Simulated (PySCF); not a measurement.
## Magnetic susceptibility: `InChI=1S/C2H4N2/c1-3-4-2/h1-2H2`

Molfile (atoms numbered from 1):
```
C2H4N2
     RDKit          3D

  8  7  0  0  0  0  0  0  0  0999 V2000
    1.6444   -0.1120    0.3835 C   0  0  0  0  0  0  0  0  0  0  0  0
    0.6004    0.5516    0.1404 N   0  0  0  0  0  0  0  0  0  0  0  0
   -0.5617    0.2020   -0.2280 N   0  0  0  0  0  0  0  0  0  0  0  0
   -1.6438    0.0786    0.4075 C   0  0  0  0  0  0  0  0  0  0  0  0
    2.5625    0.4348    0.5159 H   0  0  0  0  0  0  0  0  0  0  0  0
    1.6722   -1.1960    0.4639 H   0  0  0  0  0  0  0  0  0  0  0  0
   -1.7203    0.1156    1.4914 H   0  0  0  0  0  0  0  0  0  0  0  0
   -2.5445   -0.0653   -0.1642 H   0  0  0  0  0  0  0  0  0  0  0  0
  1  2  2  0
  2  3  1  0
  3  4  2  0
  1  5  1  0
  1  6  1  0
  4  7  1  0
  4  8  1  0
M  END
```

The calculation used PySCF, GIAO CAM-B3LYP/aug-pcSseg-1 magnetisability, rotational g tensor and spin-rotation constants, non-relativistic, gas phase. Geometry: GFN2-xTB.

(1) What are the magnetisability and the molar susceptibility?

(2) Split it along the inertial axes a, b, c into diamagnetic and paramagnetic parts about the centre of mass, with the quadrupole moment.

(3) And the rotational g tensor?

Answers

(1) Isotropic -425 × 10⁻³⁰ J/T², or -25.6 × 10⁻⁶ cm³/mol; principal values -501, -439, -334 × 10⁻³⁰ J/T², anisotropy 147 × 10⁻³⁰ J/T² (root of half the summed squared differences of the principal values). The susceptibility is in cgs units.

(2) 
```
axis  χ (10⁻⁶ cm³/mol)  diamagnetic (10⁻⁶ cm³/mol)  paramagnetic (10⁻⁶ cm³/mol)  summed x² of all electrons (Å²)  quadrupole Θ (D Å)
   a             -20.1                       -75.8                         55.7                             59.9               +6.64
   b             -26.4                      -288.3                        261.8                              9.9               -3.37
   c             -30.2                      -296.2                        266.0                              8.0               -3.27
```
Anisotropies 2χaa − χbb − χcc = +16.4 and 2χbb − χaa − χcc = -2.6 × 10⁻⁶ cm³/mol. Θ is traceless in Buckingham's convention.

(3) 
```tsv
axis	rotational constant (GHz)	g	nuclear part	electronic part
a	47.9805	-0.5622	0.6924	-1.2546
b	5.2071	-0.0311	0.6094	-0.6405
c	5.0422	-0.0214	0.6086	-0.6300
```
Asymmetric top; isotopes 12C, 1H, 14N; no vibrational averaging.
